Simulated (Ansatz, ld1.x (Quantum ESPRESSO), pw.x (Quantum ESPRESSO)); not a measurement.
**From atom to crystal: TM potential for B (Z = 5)**

boron, norm-conserving Troullier–Martins (Kleinman–Bylander form), made with ld1.x (Quantum ESPRESSO) 7.5 (LDA (PW92), scalar-relativistic). Core [He], reference 2s2 2p1. Waves: 2s (bound): rc 1.45 bohr; 2p (bound): rc 3.25 bohr; 3d channel at 0.2 Ry: rc 3.55 bohr. Local part: the d channel. Core correction: Bessel-smoothed model core inside 0.75 bohr.

Crystal test: fcc B in pw.x 7.5, no spin, 18³ k-points, Fermi–Dirac smearing 0.01 Ry, cutoffs 60/240 Ry. The reference is all-electron LAPW (Ansatz 0.2.0) with the same functional, mesh and smearing; V0 and B0 come from Birch–Murnaghan fits to the pressures at five volumes. Errors are pseudo minus all-electron; Δ is the rms difference of the E(V) curves that follow from these fits, minima aligned, over ±6 % about the mean V0. Mesh and smearing are coarse, so the numbers serve the comparison and aren't converged zero-temperature values; the lattice is a test structure that the element need not adopt.

| V (Å³/atom) | P all-electron (GPa) | P pseudo (GPa) |
| --- | --- | --- |
| 5.426 | 15.46 | -83.35 |
| 5.569 | 6.88 | -82.44 |
| 5.712 | -0.74 | -81.42 |
| 5.855 | -7.51 | -80.32 |
| 5.998 | -13.52 | -79.18 |

All-electron: a0 = 2.835 Å (V0 = 5.70 Å³/atom), B0 = 289.8 GPa.

Pseudopotential: mean pressure error (GPa): -81.45. The pressure does not cross zero within the volumes sampled, so no fit is given. The largest radius (3.55 bohr) exceeds half the bond length (1.90 bohr), so the spheres overlap, which is one possible source of error among others. This is a poor potential for the solid. The free energy does not fall steadily as the cutoff rises, most likely since the density grid, which shrinks with it, is too coarse for the model core; the lower cutoffs are not converged. The pseudo pressure rises with volume over the whole range, a mechanical instability. Atomic configuration tests: 1 of 9 tests not solved or not reliable.

Q: At the middle volume, how do free energy and pressure move when the wave cutoff is lowered (ecutrho kept at four times it)?

A:

```tsv
cutoff (Ry)	shift of F (meV/atom)	shift of P (GPa)
27	+10.9	+1.07
36	+14.8	+0.03
48	+6.4	-0.37
```

Input at the middle volume:

```
&control
  calculation='scf', prefix='x', pseudo_dir='./', outdir='./tmp', tstress=.true., disk_io='low'
/
&system
  ibrav=0, nat=1, ntyp=1, ecutwfc=60, ecutrho=240, nbnd=8,
  occupations='smearing', smearing='fd', degauss=0.01
/
&electrons
  conv_thr=1e-09, mixing_beta=0.4, electron_maxstep=70
/
ATOMIC_SPECIES
B 1.0 B.UPF
CELL_PARAMETERS angstrom
  0.00000000 1.41879419 1.41879419
  1.41879419 0.00000000 1.41879419
  1.41879419 1.41879419 0.00000000
ATOMIC_POSITIONS crystal
B 0.0000 0.0000 0.0000
K_POINTS automatic
18 18 18 0 0 0
```

```bash
pw.x < B.scf.in > B.scf.out
```

Lines of the output:

```
Message from routine setup:
     using ibrav=0 with symmetry is DISCOURAGED, use correct ibrav instead
     lattice parameter (alat)  =       3.7917  a.u.
     unit-cell volume          =      38.5465 (a.u.)^3
     number of electrons       =         3.00
     number of Kohn-Sham states=            8
     kinetic-energy cutoff     =      60.0000  Ry
     charge density cutoff     =     240.0000  Ry
     scf convergence threshold =      1.0E-09
     Exchange-correlation= PW
     number of k points=   195  Fermi-Dirac smearing, width (Ry)=  0.0100
     iteration #  1     ecut=    60.00 Ry     beta= 0.40
     total energy              =      -6.82920556 Ry
     estimated scf accuracy    <       0.00602344 Ry
     iteration #  2     ecut=    60.00 Ry     beta= 0.40
     total energy              =      -6.82848485 Ry
     estimated scf accuracy    <       0.00205996 Ry
     iteration #  3     ecut=    60.00 Ry     beta= 0.40
     total energy              =      -6.82852113 Ry
     estimated scf accuracy    <       0.00000219 Ry
     iteration #  4     ecut=    60.00 Ry     beta= 0.40
     total energy              =      -6.82852214 Ry
     estimated scf accuracy    <       0.00000001 Ry
     iteration #  5     ecut=    60.00 Ry     beta= 0.40
     total energy              =      -6.82852215 Ry
     estimated scf accuracy    <          1.9E-09 Ry
     iteration #  6     ecut=    60.00 Ry     beta= 0.40
     the Fermi energy is    14.5294 ev
!    total energy              =      -6.82852215 Ry
     estimated scf accuracy    <          7.3E-11 Ry
     smearing contrib. (-TS)   =      -0.00087350 Ry
     The total energy is F=E-TS. E is the sum of the following terms:
     one-electron contribution =       4.36564686 Ry
     hartree contribution      =       0.01164033 Ry
     xc contribution           =      -3.50972505 Ry
     ewald contribution        =      -7.69521079 Ry
     convergence has been achieved in   6 iterations
          total   stress  (Ry/bohr**3)                   (kbar)     P=     -814.17
```

The run at the middle volume (195 k-points, 6 iterations) took about 2.8 s on one core of a shared host (Neoverse-V2, 96 threads, 742 GiB, load 81).
